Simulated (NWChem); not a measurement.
Dipole moment of hydrogen fluoride (HF)

```
F
H 1 0.9248
```
Charge 0, spin multiplicity 1.

All runs are NWChem calculations. The geometry was optimised at B3LYP/def2-SVP, a minimum by its harmonic frequencies.

Basis set: 6-31G*. The CCSD dipole comes from the Λ equations, without orbital relaxation.

The correlated methods keep 1 core orbital frozen. B3LYP has NWChem's definition, with VWN1-RPA local correlation. The Pople sets run with spherical d functions. Coupled-cluster values serve here as a point of comparison, not as the truth.

Q: Order these methods by the dipole moment they give, lowest first: CCSD, PBE, HF.

A: PBE (1.81 D), CCSD (1.92 D), HF (2.00 D)
